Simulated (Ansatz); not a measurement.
A made-up structure of AlSiNH₆, closed shell:

```
atom    x (Å)    y (Å)    z (Å)
  N1  -1.2433   1.0127  -1.1609
 Al2   0.1036   0.9655  -0.0169
 Si3   0.8118  -1.2267   0.8198
  H4  -1.7426   0.2045  -1.4961
  H5  -1.6222   1.8513  -1.5717
  H6   0.7606   2.3521   0.3873
  H7   2.2367  -1.5105   0.4795
  H8  -0.0067  -2.3382   0.2534
  H9  -0.3527   0.8129   1.4249
```

It is relaxed with PBE-D4/def2-SVP and then PBE0-D4/def2-TZVP (Ansatz 0.2.0). Atoms count as bonded within 1.22 times the sum of their covalent radii (H–H: 0.88 Å). The end point is not checked to be a true minimum.

Does its bonding change? (A judgement: the text doesn't fix the answer.)

Computed: Yes. Formed: Si3–H9; broken: Al2–H9.

Where it ends: The first stage lowers the energy by 3.80 eV in 16 steps. It ends as AlSiNH₆ ([NH2][AlH][SiH3]):
```
atom    x (Å)    y (Å)    z (Å)
  N1  -1.2946   1.1564  -1.3964
 Al2   0.0165   1.1908  -0.2108
 Si3   0.6330  -0.9209   0.8696
  H4  -1.8090   0.3323  -1.6630
  H5  -1.6348   1.9581  -1.9034
  H6   0.7034   2.5935   0.0696
  H7   2.0609  -1.2727   0.6172
  H8  -0.1950  -2.0638   0.3860
  H9   0.4647  -0.8503   2.3506
```

Labels in which every atom is bracketed show which atoms are joined, not bond orders.

For scale, one of the runs: PBE0-D4/def2-TZVP relaxation, 141 basis functions, launched by `ansatz run in.yaml --threads 2 --pin off --events-out ev --progress --plain --max-ram 4352MiB`. Hardware: 2 CPU threads of an Arm Neoverse V1, shared host. Wall time about 40 s.
